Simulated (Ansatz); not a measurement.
A made-up structure of C2H4B, doublet:

```
7
angstrom
B -1.2541 -0.2841 -0.7327
C -0.0599 0.2945 -0.2125
C 0.8994 -0.0982 0.6981
H -2.2506 -0.6793 -1.2112
H -0.7838 0.6283 -0.2141
H 1.7415 0.5390 0.9310
H 0.8412 -1.0517 1.2067
```

It is relaxed with PBE-D4/def2-SVP and then PBE0-D4/def2-TZVP (Ansatz 0.2.0). Atoms count as bonded within 1.22 times the sum of their covalent radii (H–H: 0.88 Å). The end point is not checked to be a true minimum.

(1) Does its bonding change? (Judge from chemistry; the calculation decides.)

## Answers

(1) By the calculation: Yes. Formed: none; broken: B1–H5.

Where it ends: The first stage lowers the energy by 5.74 eV in 14 steps. It ends as C₂H₄B ([BH][CH][CH2]):
```
7
angstrom
B -1.3536 -0.4622 -0.6694
C -0.2458 0.2188 -0.0860
C 0.8219 -0.1517 0.7052
H -2.3011 -0.9362 -1.1753
H -0.3035 1.2810 -0.3645
H 1.5557 0.5743 1.0276
H 0.9599 -1.1756 1.0276
```

Labels in which every atom is bracketed show which atoms are joined, not bond orders.

For scale, one of the runs: PBE0-D4/def2-TZVP relaxation, 117 basis functions, launched by `ansatz run in.yaml --threads 2 --pin off --events-out ev --progress --plain --max-ram 4352MiB`. The run took about 17 s on 2 CPU threads of an Arm Neoverse V2 (shared host).
